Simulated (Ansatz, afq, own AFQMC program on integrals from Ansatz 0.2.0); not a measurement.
Two steps: Ansatz 0.2.0 writes the Fock matrix and Cholesky factors of the valence space, and afq projects on them the lowest state that overlaps trial and start.

```yaml
crystal:
  periodic: [false, false, false]
  atoms:
    - {symbol: Si, position_ang: [-1.627466, 0.008773, 0.030541]}
    - {symbol: Al, position_ang: [1.941854, -0.010468, -0.036441]}
    - {symbol: H, position_ang: [-2.204154, 1.391392, 0.016114]}
    - {symbol: H, position_ang: [-2.192061, -0.655954, 1.248648]}
    - {symbol: H, position_ang: [-2.237128, -0.699680, -1.140278]}
basis:
  gaussian: {orbitals: cc-pVDZ}
magnetization: {spin_polarized: true, initial_magnetization: 0}
correlation: {method: ccsd_t, electrons: outside_noble_gas, hamiltonian_folder: ham}
```

```sh
$ ansatz run in.yaml --threads 1 --pin off --events-out ev --progress --plain --max-ram 1382MiB
```

afq runs on the folder ham with

```
--method phaseless --trial hf --walkers 120 --populations 1 --least-time 40 --time-step 0.005 --steps-per-block 20 --equilibration-blocks 160 --max-blocks 600 --target-error 0.00228 --factor-cut 1e-05 --start spin_pure --seed 1246 --taylor-order 6
```

Times are imaginary, in 1/Eh. The walk had a cap of 1579 s.

```
orbitals 41  electrons 5 5  factors 290 of 493
reference energy -532.51022539 Eh
CCSD correlation -0.19546302 Eh in 11 cycles, weight of the determinant in the CISD state 0.8369
energy of the start -532.510225 Eh
 block  time / (1/Eh)  mean weight  energy / Eh
     1     0.100  1.0018  -532.538499
     2     0.200  0.9998  -532.561717
     3     0.300  1.0005  -532.581343
     4     0.400  1.0013  -532.601909
     5     0.500  1.0001  -532.616741
     9     0.900  1.0017  -532.657476
    43     4.300  0.9995  -532.712568
    99     9.900  0.9988  -532.696837
   155    15.500  1.0011  -532.707915
   169    16.900  1.0006  -532.747842
   211    21.100  0.9984  -532.691798
   267    26.700  0.9995  -532.683037
   323    32.300  1.0009  -532.718290
   379    37.900  1.0009  -532.728446
   435    43.500  1.0002  -532.706754
   491    49.100  1.0007  -532.730331
   547    54.700  1.0011  -532.708153
blocks merged  error / Eh  count
     1  0.000647  400
     2  0.000849  200
     4  0.001141  100
     8  0.001460  50
    16  0.001733  25
    32  0.002162  12
energy -532.710506 +/- 0.001733 Eh
(rows thinned)
```

(1) Estimate how long the walk took on 1 thread of Arm Neoverse V1, with other jobs on the host.

The run passed its tests (sampling time, drift between the halves within three errors, error under three times the target), which doesn't prove that it has relaxed. The second half of the sampling lies below the first by 1.6 errors of their difference, so the energy may still be moving and its error bar be too small.

Against this walk (error 47.2 meV) on the same determinant: CCSD(T) 30.6 meV lower (within the noise), CCSDT(Q) 81.5 meV lower (within the noise), a separate phaseless walk with a CISD trial and standard settings 32.3 ± 48.7 meV lower (within the noise). The error is statistical and leaves out the bias of the constraint.

Cautions: constraint bias not in the error; higher spins were not checked; an unrestricted solution with more broken spin lies lower (82 meV, ⟨S²⟩ 0.39), while this determinant keeps restricted orbitals.

Results:

(1) 4.5 min of wall time.

CCSDT and higher add their correlation energy to the determinant of the CCSD(T) run, since their own runs factorise the integrals more tightly (a shift of under 2 meV). A walk keeps the symmetry of its determinant, which the program's search chose and which needn't be the lowest solution, so a lower state of the same spin and another symmetry isn't excluded.
